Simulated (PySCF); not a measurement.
# C2H5NO (N-methylformamide): the cost of one run

The runs use PySCF 2.14.0, with density-fitted response routines of our own; the level of theory stands in each step. All values are computed, except where a source is named. Atoms count from 0, in the outputs and in this text.

### 1 The starting structure

9 atoms, charge 0, multiplicity 1; geometry from: MMFF94s. The atoms were then displaced at random by about 0.03 Å, so the start is not that level's minimum.

Bonds of the start (Å): C0–N1 1.35, N1–C2 1.33, C2–O3 1.25, C0–H4 1.16, C0–H5 1.07, C0–H6 1.09, N1–H7 1.01, C2–H8 1.12.

### 2 Relaxing the molecule at PBE0-D3(BJ)/def2-SVP

What the job is given:

```
{"job": {"xc": "PBE0", "basis": "def2-SVP", "d3": "d3bj", "grid": 1, "shake": 0.03, "kind": "geom"}, "charge": 0, "multiplicity": 1}
C     -1.050460    -0.032370    -0.026190
N      0.211940    -0.380440    -0.369490
C      1.250640     0.170160     0.251600
O      1.367440     1.037060     1.140680
H     -1.209070     1.107000    -0.194310
H     -1.338470    -0.206580     0.992750
H     -1.779210    -0.473350    -0.706230
H      0.424680    -1.058580    -1.084900
H      2.255250    -0.232340    -0.029550
```

Command:

```console
$ OMP_NUM_THREADS=1 python probes_run.py task.json out
```

The driver reads the jobs from task.json and runs them one after another.

**Question.** How long does this first job take on 1 thread of Arm Neoverse V1, shared host, and how much memory does it need?

About 15 s, with a peak of 0.33 GiB.
